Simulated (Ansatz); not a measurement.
Input file:

```yaml
crystal:
  periodic: [false, false, false]
  atoms:
    - {symbol: Si, position_ang: [0.000000, 0.000000, -1.363630]}
    - {symbol: N, position_ang: [0.000000, 0.000000, 0.182007]}
    - {symbol: H, position_ang: [0.000000, 0.000000, 1.181623]}
basis:
  gaussian: {orbitals: cc-pVDZ}
total_charge: 1
magnetization: {spin_polarized: true, initial_magnetization: 1}
correlation: {method: ccsd_t, electrons: outside_noble_gas}
```

```sh
$ ansatz run in.yaml --threads 1 --pin off --events-out ev --progress --plain --max-ram 4096MiB --backend cpu
```

Output:

```
365 factors; integrals over basis functions are off by at most 1.3e-3 eV
mean field evaluation 1: about -9336.1220 eV, gradient 5.0e1 eV
mean field evaluation 2: about -9336.1245 eV, gradient 5.0e1 eV
mean field evaluation 4: about -9348.2896 eV, gradient 5.7e0 eV
mean field evaluation 8: about -9348.6630 eV, gradient 8.4e-1 eV
mean field evaluation 16: about -9348.9176 eV, gradient 8.0e-6 eV
mean field evaluation 32: about -9336.1220 eV, gradient 5.0e1 eV
mean field evaluation 64: about -9347.9683 eV, gradient 3.5e0 eV
mean field evaluation 96: about -9348.7178 eV, gradient 2.5e0 eV
mean field evaluation 128: about -9350.3230 eV, gradient 2.4e-4 eV
mean field evaluation 160: about -9350.2800 eV, gradient 2.0e0 eV
mean field evaluation 192: about -9350.3230 eV, gradient 4.8e-6 eV
mean field evaluation 224: about -9349.7179 eV, gradient 8.9e0 eV
mean field evaluation 256: about -9348.7735 eV, gradient 2.1e0 eV
mean field evaluation 288: about -9348.7959 eV, gradient 3.3e0 eV
mean field evaluation 320: about -9350.3229 eV, gradient 4.6e-2 eV
mean field evaluation 352: about -9344.7739 eV, gradient 1.2e-1 eV
mean field evaluation 384: about -9343.7131 eV, gradient 3.2e-1 eV
mean field evaluation 416: about -9343.1097 eV, gradient 1.4e-2 eV
mean field evaluation 448: about -9342.4384 eV, gradient 1.1e-1 eV
mean field evaluation 480: about -9348.9176 eV, gradient 1.2e-4 eV
mean field evaluation 512: about -9341.8401 eV, gradient 1.3e0 eV
mean field evaluation 544: about -9344.4445 eV, gradient 4.5e-1 eV
mean field evaluation 576: about -9344.3599 eV, gradient 2.0e0 eV
mean field -9350.32304536 eV, -343.6180340405 hartree, gradient 4.8e-6 eV, S^2 0.761602; 11 other end points of the search recorded, 0 dependent functions left out
determinant -9350.32304536 eV, -343.6180340405 hartree, with singles and doubles -9356.18411183 eV, -343.8334242606 hartree
determinant -9348.91761737 eV, -343.5663855145 hartree, with singles and doubles -9355.31353171 eV, -343.8014310312 hartree
determinant -9346.19354886 eV, -343.4662778431 hartree, with singles and doubles -9351.07068881 eV, -343.6455094304 hartree
6 core orbitals not correlated: weight in the atoms' cores, before any rotation towards them, 1.000 or more for the frozen orbitals, at most 0.000 for the correlated occupied ones
reference -9350.32304536 eV, -343.6180340405 hartree; 5, 4 occupied and 26, 27 virtual orbitals, 365 factors
second order -5.06650406 eV of doubles, -0.00000000 eV of singles
cycle   1  -5.86121428 eV  change   -1.5e-4 eV  update   8.2e-4
cycle   2  -5.86152429 eV  change   -3.1e-4 eV  update   5.8e-4
cycle   3  -5.86155226 eV  change   -2.8e-5 eV  update   1.7e-4
cycle   4  -5.86160329 eV  change   -5.1e-5 eV  update   7.1e-5
cycle   5  -5.86170191 eV  change   -9.9e-5 eV  update   1.7e-5
cycle   6  -5.86172635 eV  change   -2.4e-5 eV  update   6.1e-6
cycle   7  -5.86172497 eV  change    1.4e-6 eV  update   2.1e-6
perturbative correction -0.15873839 eV, -0.0058335283 hartree
Total energy: -9356.34350872 eV, -343.8392819882 hartree
```

For the same geometry and basis UCCSDTQ lies 39.8 meV lower.

Ran on 1 thread of AMD EPYC 7R13, shared host: 2.6 s wall, 0.13 GiB peak host memory.
